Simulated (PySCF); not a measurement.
Input of a run (PBE0-D3(BJ)/def2-TZVP geometry optimisation, gas phase (PySCF 2.14.0)), started from GFN2-xTB:
```
{"job": {"xc": "PBE0", "basis": "def2-TZVP", "d3": "d3bj", "grid": 2, "shake": 0.01, "kind": "geom"}, "charge": 0, "multiplicity": 1}
F     -1.127650    -0.732740    -0.202640
P     -0.007690     0.071360     0.619650
F      1.206700    -0.572570    -0.214560
H     -0.033360     1.208580    -0.235460
```

Output (energies in Eh, forces in Eh/bohr):
```
step   0  E = -541.46776306  max force = 0.029458
step   1  E = -541.46522842  max force = 0.044223
step   2  E = -541.46959137  max force = 0.018766
step   3  E = -541.47048650  max force = 0.002700
step   4  E = -541.47057354  max force = 0.001155
step   5  E = -541.47057762  max force = 0.000309
optimisation converged
```

Summarise the run.

The energy falls by 0.077 eV over 6 energy and gradient evaluations, the largest force component goes from 0.0295 to 3.1e-04 Eh/bohr, and the atoms move by 0.048 Å rms after alignment. The bond that changes most is P2–F3 (three-coordinate phosphorus to phosphorus-bound fluorine), which shortens by 0.021 Å. Bonds longer at the end by more than 0.005 Å: 1 of 3; shorter: 2. Among the angles that change most is F1–P2–F3, from 93.5° to 99.3°. The energy rose by more than 1e-6 Eh at step 1.

What are the final bond lengths?

F1–P2 1.587 Å, P2–F3 1.587 Å, P2–H4 1.434 Å. Numbering counts from 1 in the input's order; the species is `FPF` (difluorophosphane).

The run used 105 basis functions and 43 SCF cycles in all. The run took 8.6 s wall on an AMD EPYC 9R45 with one thread, no GPU, on a shared host, and the process peaked at 0.41 GiB of memory.

Stationary, but not proved a minimum.
